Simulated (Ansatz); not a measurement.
2H MoTe₂, treated with r²SCAN+SOC (Ansatz, a quantum-chemistry and plane-wave program, PAW).

Numerical settings: plane-wave cutoff 560 eV, 12×12×4 k mesh (along the axes of the cell as run), Fermi–Dirac smearing 0.01 eV, PAW data made under PBE.

Energies at three volumes about the minimum:

```tsv
V (Å³/atom)	E − E_lowest (meV/atom)
26.447	0.69
26.987	0.00
27.526	0.51
```

Task: Fit a parabola by hand: where is the minimum, and what is the bulk modulus?

Result: Slopes: (0.00 − 0.69)/(26.987 − 26.447) = -1.278 and (0.51 − 0.00)/(27.526 − 26.987) = 0.946 meV/Å³. Curvature E″ = 2 × (0.946 − (-1.278))/(27.526 − 26.447) = 4.122 meV/Å⁶. From the middle of the first interval, the slope vanishes at V0 = 26.7170 − (-1.278)/4.122 = 27.027 Å³/atom. B = V0 E″ = 27.027 × 4.122 meV/Å³ × 0.1602 GPa per meV/Å³ = 17.8 GPa. The full Birch–Murnaghan fit to all volumes gives V0 = 26.995 Å³/atom and B0 = 17.5 GPa.

Shape and atoms are relaxed at each volume.

Note: for a layered or molecular solid the relaxed cell lies over 5 % above the published volume, where the minimum can be shallow; the cell comes from a level without a dispersion term, which matters for the spacing of layers, chains or molecules; the bulk modulus comes from volumes at which shape and atoms were relaxed.
